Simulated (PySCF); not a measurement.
CH₃, SMILES [CH3], multiplicity 2. Coordinates come from a PBE-D3(BJ)/def2-TZVPD optimisation. The isomer is the one that the SMILES or the coordinates give; other isomers of the formula were not compared.

**Question.** Give the equilibrium geometry at PBE-D3(BJ)/def2-TZVPD (PySCF confirms it by a frequency run) as bond lengths and angles, and its point group. (The exact figures need the calculation; the answer reports its results.)

**Answer.** point group D3h.
Atoms: C1 H2 H3 H4. Bonded distances (Å): C1–H2 1.087, C1–H3 1.087, C1–H4 1.087. Angles (°): H2–C1–H3 120.0, H2–C1–H4 120.0, H3–C1–H4 120.0.
Charge 0, spin multiplicity 2.
